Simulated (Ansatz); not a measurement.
We consider rock-salt BaS, described by LC-ωPBE (PAW; Ansatz, a first-principles code).

Settings: plane-wave cutoff 460 eV, 8×8×8 k mesh, Fermi–Dirac smearing 0.01 eV, scalar-relativistic PAW data made under PBE.

Energies at three volumes about the minimum:

```json
[
 {"V (Å³/atom)": "31.890", "E − E_lowest (meV/atom)": "2.67"},
 {"V (Å³/atom)": "32.651", "E − E_lowest (meV/atom)": "0.00"},
 {"V (Å³/atom)": "33.468", "E − E_lowest (meV/atom)": "2.88"}
]
```

Problem. Fit a parabola by hand: where is the minimum, what lattice constant follows, and what is the bulk modulus?

Solution. Slopes: (0.00 − 2.67)/(32.651 − 31.890) = -3.509 and (2.88 − 0.00)/(33.468 − 32.651) = 3.525 meV/Å³. Curvature E″ = 2 × (3.525 − (-3.509))/(33.468 − 31.890) = 8.915 meV/Å⁶. From the middle of the first interval, the slope vanishes at V0 = 32.2705 − (-3.509)/8.915 = 32.664 Å³/atom. B = V0 E″ = 32.664 × 8.915 meV/Å³ × 0.1602 GPa per meV/Å³ = 46.7 GPa. With 8 atoms in the cube, a = (8 × 32.664)^(1/3) = 6.393 Å. The full Birch–Murnaghan fit to all volumes gives V0 = 32.647 Å³/atom and B0 = 46.8 GPa.

Measured, for comparison: lattice constant a 6.389 Å (room temperature, not corrected to a static lattice; as tabulated in Lucero et al. (2012), arXiv:1111.4515).
